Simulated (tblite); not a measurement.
# C4H11P2: the cost of one run

Programs: tblite 0.8.0 and PySCF 2.14.0, with routines of our own; each step states its level. All values are computed. Atoms count from 0.

## 1. The system as given

17 atoms, charge 1, multiplicity 1; geometry from: start built from the parent or by distance geometry.

## 2. Relaxing the molecule with GFN2-xTB

What the job is given:

```
{"job": {"kind": "relax", "xc": "GFN2-xTB", "basis": "xTB"}, "charge": 1, "multiplicity": 1}
C      2.685200    -0.534200     1.266200
P      1.015700     0.261300     1.483600
C      0.864100     1.096900    -0.117500
C     -0.333600     1.210800    -0.773400
P     -1.865100     0.558100    -0.178400
C     -2.046600    -0.953300    -1.150500
H      3.459400     0.233900     1.232000
H      2.717600    -1.094500     0.346800
H      2.891300    -1.217200     2.098200
H      0.202800    -0.883400     1.277000
H      1.711100     1.557600    -0.591600
H     -0.350100     1.718100    -1.703300
H     -1.838600     0.362000     1.222700
H     -2.878700     1.500700    -0.435900
H     -1.220300    -1.622600    -0.928600
H     -2.054300    -0.731700    -2.192200
H     -2.974000    -1.438200    -0.875000
```

The run is started by

```sh
$ OMP_NUM_THREADS=1 python redox_run.py task.json out
```

This one command runs all jobs of the session in turn.

**Question.** How long does this first job take on 1 thread of Intel Xeon at 2.70GHz, shared host?

About 2.2 s.
